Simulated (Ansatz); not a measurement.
# H2OSi: the cost of one run

All numbers below are computed with Ansatz 0.2.0 (UKS PBE0-D4/def2-SVP).

### Step 1. The starting structure

Bond lengths: O1–Si2 1.703 Å, O1–H3 0.881 Å, Si2–H4 1.425 Å. Angles: O1–Si2–H4 111.7°, Si2–O1–H3 118.8°.

Structure file:

```xyz
4

O     0.1394   -0.8436    0.2881
Si    0.1170    0.8056   -0.1355
H     0.7671   -1.1322    0.8346
H    -0.9681    1.1100   -1.0075
```

### Step 2. Preparing the start

input.yaml reads:

```yaml
crystal:
  periodic: [false, false, false]
  atoms:
    - { symbol: O, position_ang: [0.1394, -0.8436, 0.2881] }
    - { symbol: Si, position_ang: [0.117, 0.8056, -0.1355] }
    - { symbol: H, position_ang: [0.7671, -1.1322, 0.8346] }
    - { symbol: H, position_ang: [-0.9681, 1.11, -1.0075] }
magnetization:
  spin_polarized: true
basis:
  gaussian: { orbitals: def2-SVP }
hamiltonian:
  xc: pbe0
  dispersion: d4
relax:
  f_tol: 0.02
  max_steps: 40
```

On the command line:

```sh
$ ansatz run input.yaml --threads 1 --pin off --max-ram 2048MiB --backend cpu --events-out ev --progress --plain --runs-dir out
```

**Question.** How long does this run take on 1 thread of an x86-64 CPU, shared host, and how much memory does it need?

About 3.5 s, with a peak of 0.15 GiB.
